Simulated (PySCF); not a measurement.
# C2H3ClF2 (1-Chloro-1,1-Difluoroethane): the cost of one run

Programs: PySCF 2.14.0, with density-fitted response routines of our own. Each step states its level of theory. These are calculated values for one molecule in the gas phase, unless marked as measured. Atoms count from 0, in the outputs and in this text.

### 1 Starting geometry

8 atoms, charge 0, multiplicity 1; geometry from: GFN2-xTB. The atoms were then displaced at random by about 0.01 Å, so the start is not that level's minimum.

Bonds of the start (Å): C0–C1 1.49, C1–F2 1.33, C1–F3 1.36, C1–Cl4 1.80, C0–H5 1.06, C0–H6 1.10, C0–H7 1.10.

### 2 Relaxing the molecule at PBE0-D3(BJ)/def2-SVP

Job settings and geometry (Å):

```
{"job": {"xc": "PBE0", "basis": "def2-SVP", "d3": "d3bj", "grid": 1, "shake": 0.01, "kind": "geom"}, "charge": 0, "multiplicity": 1}
C     -0.783900    -0.219270    -0.017430
C      0.641700     0.197220     0.077950
F      1.179410    -0.231770     1.221520
F      0.831350     1.542220     0.082960
Cl     1.616200    -0.460630    -1.286270
H     -0.891080    -1.271620    -0.005400
H     -1.211610     0.191350    -0.946510
H     -1.326940     0.233350     0.820720
```

On the command line:

```bash
$ OMP_NUM_THREADS=1 python probes_run.py task.json out
```

One launch serves the whole session: the jobs run in the order shown.

Q: Estimate the wall time and peak memory of this first job on 1 thread of Arm Neoverse V2, shared host.

About 17 s, with a peak of 0.38 GiB.
